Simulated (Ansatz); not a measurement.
# C2F3 (trifluorovinyl radical): methods side by side

C2F3: 5 atoms, total charge 0, spin state doublet. SMILES: `F[C]=C(F)F`. The shape was relaxed beforehand at B3LYP/def2-SVP.

```xyz
5

F     0.5828   -1.0384    1.5220
C     0.5099    0.0372    0.7914
C    -0.1287    0.2495   -0.3476
F    -0.8541   -0.6531   -0.9879
F    -0.1099    1.4049   -0.9778
```

Each level gives the dissociation energy of the F4–C3 bond into doublet F and singlet C2F2 (shapes relaxed at B3LYP/def2-SVP, no zero-point term) (eV). The values are calculated.

```
              level                    kind  program  value (eV)  less CCSD(T)/def2-SVP  CPU time (all runs)
       UHF/def2-SVP            Hartree–Fock   Ansatz        2.58                  -0.43               0.67 s
     UBLYP/def2-SVP                     GGA   Ansatz        3.54                  +0.53                2.1 s
  U-r2SCAN/def2-SVP                meta-GGA   Ansatz        3.73                  +0.72                3.6 s
    UB3LYP/def2-SVP           global hybrid   Ansatz        3.41                  +0.40                1.9 s
UCAM-B3LYP/def2-SVP  range-separated hybrid   Ansatz        3.54                  +0.53                2.4 s
   UB2PLYP/def2-SVP           double hybrid   Ansatz        3.21                  +0.20                2.5 s
   RPA@PBE/def2-SVP                     RPA   Ansatz        2.63                  -0.38                2.8 s
  UCCSD(T)/def2-SVP   coupled cluster or CI   Ansatz        3.01                   0.00                9.6 s
```

Differences are taken from UCCSD(T)/def2-SVP for orientation; it has basis-set and higher-order errors of its own. The values span 2.58 to 3.73 eV. Spin contamination of the reference (⟨S²⟩ at least 0.1 too high) touches UHF/def2-SVP, UCCSD(T)/def2-SVP. Hartree–Fock misses the correlation of the electron pair that is broken and comes out low. A fragment with an even electron count was run as a singlet and may have a lower triplet. Measured bond enthalpies also hold zero-point and thermal terms, a few tenths of an eV less. Times are those of the runs behind each value, whatever else they computed, on shared processors of several kinds: orders of magnitude only.
